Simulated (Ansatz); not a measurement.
# BH6NSi (SMILES BN[SiH3]): functionals against CCSD(T) at one geometry

An exercise on one series of results from a longer session: the logs are not shown, and one member is left open.

The runs use Ansatz 0.2.0, Gaussian basis; single points in def2-TZVPP.

Cores are frozen in the correlated methods.

## Where the work starts

9 atoms, charge 0, spin multiplicity 1.

Atoms are counted from 1 here; the program's logs count them from 0.

Bond lengths: B1–N2 1.150 Å, B1–H4 1.150 Å, B1–H5 1.427 Å, N2–Si3 1.674 Å, N2–H6 1.028 Å, Si3–H7 1.454 Å, Si3–H8 1.556 Å, Si3–H9 1.398 Å. Angles: N2–B1–H4 127.9°, N2–B1–H5 112.2°, H4–B1–H5 118.0°, B1–N2–Si3 126.3°, B1–N2–H6 124.7°, Si3–N2–H6 108.7°, N2–Si3–H7 113.6°, N2–Si3–H8 112.8°, N2–Si3–H9 111.9°, H7–Si3–H8 123.0°, H7–Si3–H9 93.4°, H8–Si3–H9 98.4°.

As a file:

```mol
BH6NSi
  3D, bonds by distance, orders not assigned

  9  8  0  0  0  0  0  0  0  0999 V2000
   -0.7066    0.6900   -0.9985 B   0  0
   -0.0580    0.5997   -0.0534 N   0  0
    0.4613   -0.8231    0.6585 Si  0  0
   -1.0415   -0.1499   -1.7091 H   0  0
   -0.7982    2.0363   -1.4614 H   0  0
    0.3772    1.3919    0.4359 H   0  0
    1.8842   -1.0737    0.4911 H   0  0
   -0.6094   -1.9515    0.6040 H   0  0
    0.5614   -0.7044    2.0476 H   0  0
  1  2  8  0
  1  4  8  0
  1  5  8  0
  2  3  8  0
  2  6  8  0
  3  7  8  0
  3  8  8  0
  3  9  8  0
M  END
```

Set-up of the first run:

run/in.yaml

```yaml
crystal:
  periodic: [false, false, false]
  atoms:
    - {symbol: B, position_ang: [-0.706600, 0.690000, -0.998500]}
    - {symbol: N, position_ang: [-0.058000, 0.599700, -0.053400]}
    - {symbol: Si, position_ang: [0.461300, -0.823100, 0.658500]}
    - {symbol: H, position_ang: [-1.041500, -0.149900, -1.709100]}
    - {symbol: H, position_ang: [-0.798200, 2.036300, -1.461400]}
    - {symbol: H, position_ang: [0.377200, 1.391900, 0.435900]}
    - {symbol: H, position_ang: [1.884200, -1.073700, 0.491100]}
    - {symbol: H, position_ang: [-0.609400, -1.951500, 0.604000]}
    - {symbol: H, position_ang: [0.561400, -0.704400, 2.047600]}
basis:
  gaussian: {orbitals: def2-TZVPP}
correlation: {method: ccsd_t}
output: {forces: true}
```

No record of the launch command was kept for these runs.

Among the steps run: CCSD(T)/def2-TZVPP; PBE0-D4/def2-TZVPP; wB97M-V/def2-TZVPP; r2SCAN-D4/def2-TZVPP; PBE-D4/def2-TZVPP; revPBE-D4/def2-TZVPP; LC-wPBE/def2-TZVPP.

One of the session's tables, all rows but one given; the rest of the session is left out.

| method | RMS force component (eV/Å) | angle to CCSD(T) forces (°) | dipole (D) |
| --- | --- | --- | --- |
| CCSD(T) | 5.871 | reference | 1.94 |
| PBE0-D4 | 5.648 | 0.7 | 1.94 |
| wB97M-V | ? | ? | ? |
| r2SCAN-D4 | 5.643 | 0.6 | 1.95 |
| PBE-D4 | 5.604 | 1.5 | 1.95 |
| revPBE-D4 | 5.661 | 1.7 | 1.94 |
| LC-wPBE | 5.705 | 0.9 | 1.97 |

**Question.** Estimate the row for wB97M-V.

As computed: RMS force component (eV/Å): 5.699; angle to CCSD(T) forces (°): 0.4; dipole (D): 1.98. In the column «RMS force component (eV/Å)» it lies between revPBE-D4 (5.661) and LC-wPBE (5.705).
